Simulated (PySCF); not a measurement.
Process, species as SMILES: N (NH3) + H+ → [NH4+]
B3LYP-D3(BJ)/def2-TZVP geometries, fixed; electronic energies without zero-point terms; positive where energy is released.

Basis-set convergence of the proton affinity at PBE0 with PySCF. All functions are spherical. Density fitting with generated auxiliary sets. No added dispersion term, no relativity. Functions are those of the species that has most. Reference: the value in def2-QZVPPD, 213.00 kcal/mol, itself unsure by roughly 0.38 kcal/mol (its mean distance from pcseg-3, def2-QZVPP, cc-pVQZ). Deviations are taken from unrounded values.

| basis | functions | proton affinity (kcal/mol) |
|---|---|---|
| cc-pVDZ | 34 | 218.05 |
| aug-cc-pVDZ | 59 | 211.96 |
| def2-SVP | 34 | 218.42 |
| def2-SVPD | 52 | 212.58 |
| pcseg-1 | 34 | 213.73 |
| aug-pcseg-1 | 59 | 210.81 |
| 6-311G** | 42 | 217.16 |
| 6-311+G** | 46 | 213.68 |
| def2-TZVP | 55 | 213.86 |
| def2-TZVPD | 73 | 212.71 |
| cc-pVTZ | 86 | 215.12 |
| aug-cc-pVTZ | 138 | 212.90 |
| pcseg-2 | 86 | 213.48 |
| aug-pcseg-2 | 138 | 212.96 |
| def2-TZVPP | 87 | 214.01 |
| def2-TZVPPD | 105 | 213.08 |
| def2-QZVPP | 177 | 213.23 |
| def2-QZVPPD | 195 | 213.00 |

What the diffuse functions change, pair by pair:
- cc-pVDZ to aug-cc-pVDZ: 25 more functions, deviation 5.04 to -1.04 kcal/mol
- def2-SVP to def2-SVPD: 18 more functions, deviation 5.41 to -0.42 kcal/mol
- pcseg-1 to aug-pcseg-1: 25 more functions, deviation 0.73 to -2.20 kcal/mol
- 6-311G** to 6-311+G**: 4 more functions, deviation 4.15 to 0.68 kcal/mol
- def2-TZVP to def2-TZVPD: 18 more functions, deviation 0.86 to -0.29 kcal/mol
- cc-pVTZ to aug-cc-pVTZ: 52 more functions, deviation 2.11 to -0.10 kcal/mol
- pcseg-2 to aug-pcseg-2: 52 more functions, deviation 0.47 to -0.05 kcal/mol
- def2-TZVPP to def2-TZVPPD: 18 more functions, deviation 1.01 to 0.08 kcal/mol
- def2-QZVPP to def2-QZVPPD: 18 more functions, deviation 0.23 to 0.00 kcal/mol

Leaving out the reference's own pair, they bring the value nearer the reference by more than 0.38 kcal/mol in 7 of 8 pairs.
